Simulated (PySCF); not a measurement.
Energies from PySCF, thermal terms from the rigid-rotor harmonic-oscillator model, ideal gas at 1 bar. The comparison is the NASA 1993 polynomial table, which mixes measured and estimated data. 6-31G* has spherical d functions here. All species are closed-shell singlets. The harmonic model lacks anharmonicity and excited electronic states, which grow with temperature; levels with a mode under 35 cm⁻¹ are left out. Internal rotation in C2H6 is treated as a harmonic vibration of one conformer, which makes the entropy rough.

Harmonic frequencies at HF/6-31G* (cm⁻¹): 327, 890, 890, 1062, 1338, 1338, 1548, 1580, 1645, 1645, 1651, 1651, 3196, 3203, 3246, 3246, 3271, 3271. Point group D3d; S°(298 K) = 226.6 J/mol/K at this level.

Q: Work out Cp and S° of gaseous C2H6 at 500, 800, 1200, 1600, 2000 K from these, and set them beside the table.

A: 
```
T (K)  Cp HF/6-31G*  Cp table  S° HF/6-31G*  S° table
-----  ------------  --------  ------------  --------
500            71.2      77.7         256.7     262.3
800           102.2     108.0         297.3     305.9
1200          130.3     133.1         344.5     354.9
1600          147.4     148.5         384.5     395.5
2000          157.9     158.5         418.6     429.8
```
Units J/mol/K.
